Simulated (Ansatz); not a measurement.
Two isomers of C2H7NO2: A = `NCC(O)O`, B = `NC(O)CO`.

Gas-phase electronic energies from Ansatz, PBE0-D4/def2-TZVP geometries. CBS: MP2 limit from def2 TZ/QZ plus the TZ coupled-cluster correction, frozen cores. Functionals use def2-TZVPP. B3LYP here is the variant with VWN-RPA as its local correlation; programs differ in this. One conformer a species, not always the lowest.

Which is lower in electronic energy at CCSD(T)/CBS, and by how much? (Estimate.)

Computed: A, by 22.7 kJ/mol.

Give E(B) − E(A) in kJ/mol with LDA (SPW92), HF/def2-TZVPP, CCSD/def2-TZVPP, CCSD(T)/def2-TZVPP, B3LYP-D4, MP2/def2-TZVPP, BLYP-D4. (An estimate is asked.)

The calculation gave: LDA (SPW92) 30.6, HF/def2-TZVPP 20.6, CCSD/def2-TZVPP 22.8, CCSD(T)/def2-TZVPP 23.2, B3LYP-D4 22.6, MP2/def2-TZVPP 24.6, BLYP-D4 21.8. None reverses the order clearly.

Does the order hold for the free energy at 298.15 K (harmonic terms from PBE0-D4)? (An estimate is asked.)

Computed: Yes: G(B) − G(A) = +19.6 kJ/mol, for one conformer each.

Largest T1 diagnostic: 0.011.

Leaving LDA and LC-ωPBE aside and taking each functional with its dispersion term where it has one, the values, not all of them listed here, spread over 3.7 kJ/mol, from BLYP-D4 to PBE-QIDH. LDA lies +6.1 kJ/mol from PBE without D4. At CCSD(T), def2-SVP lies +4.0 kJ/mol from the extrapolated value and def2-TZVPP +0.6 kJ/mol.
